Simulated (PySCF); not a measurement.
Molecule: `InChI=1S/C6H9/c1-6-4-2-3-5-6/h2-4,6H,5H2,1H3/q+1/t6-/m0/s1`.

Numbering as in the mapped SMILES `[CH3:1][C@H:2]1[CH+:3][CH:4]=[CH:5][CH2:6]1`. Hydrogens are named by the atom that carries them. Ha(C6) is cis to C1 on the ring; Hb(C6) is trans to C1 on the ring.

Geometry PBE0-D3(BJ)/def2-SVP throughout; GIAO in PySCF, gas phase, one conformer, non-relativistic; equivalent atoms averaged; basis pcSseg-1.

Q: How do the absolute shieldings σ depend on the functional? (a selection of nuclei; ppm; last column core-seconds on shared hosts with different chips, so compare them loosely)

A: 
```tsv
functional	kind	C3	C5	C4	C6	C1	H(C4)	Hb(C6)	H(C2)	Ha(C6)	core-s
HF	Hartree–Fock	-69.8	-63.3	46.9	143.8	176.5	23.58	27.77	28.32	28.39	4.7
LDA	LDA	-78.0	-69.3	19.5	108.7	163.4	22.19	26.27	26.64	26.87	14
PBE	GGA	-68.9	-60.7	26.6	113.6	161.4	22.71	26.77	27.12	27.35	17
BLYP	GGA	-74.6	-66.4	22.4	109.6	156.6	23.02	27.03	27.36	27.61	18
BP86	GGA	-68.6	-60.5	26.7	113.6	161.0	22.80	26.86	27.22	27.43	17
OPBE	GGA	-53.3	-45.5	38.0	122.3	165.9	22.66	26.77	27.12	27.31	18
KT2	GGA	-48.4	-41.4	40.1	121.9	165.5	22.86	26.85	27.16	27.45	24
KT3	GGA	-47.2	-40.2	41.5	122.9	163.7	23.03	27.02	27.32	27.59	24
B97-D	GGA	-60.8	-53.1	32.2	116.7	160.3	23.08	27.07	27.41	27.64	24
B3LYP	global hybrid	-76.2	-68.4	26.4	117.0	162.1	23.05	27.14	27.52	27.72	15
PBE0	global hybrid	-70.9	-63.2	31.6	122.6	167.7	22.81	26.96	27.38	27.55	14
mPW1PW91	global hybrid	-71.7	-64.0	31.0	122.1	166.7	22.89	27.03	27.45	27.61	15
WP04	global hybrid	-79.4	-71.7	21.1	112.9	152.9	23.41	27.41	27.76	27.90	18
B97-2	global hybrid	-64.8	-57.3	34.9	123.7	166.4	23.00	27.11	27.50	27.68	18
BHandHLYP	global hybrid	-76.4	-69.2	33.0	127.5	168.4	23.18	27.33	27.78	27.93	18
CAM-B3LYP	range-separated hybrid	-81.0	-73.4	28.4	121.7	166.9	23.00	27.12	27.54	27.71	24
wB97X-D	range-separated hybrid	-73.9	-66.5	32.6	124.4	168.3	23.02	27.16	27.60	27.73	25
LC-wPBE	range-separated hybrid	-81.4	-74.0	33.9	129.0	173.6	22.93	27.09	27.57	27.66	28
```

Q: Which nucleus among those listed moves most, in ppm?

A: C6 (allylic sp3 CH2): from 108.7 ppm with LDA to 143.8 ppm with HF. The smallest spread is 1.39 ppm, at H(C4). Proton shifts span only some 12 ppm, so a few tenths of a ppm matter as much there as several ppm in carbon.
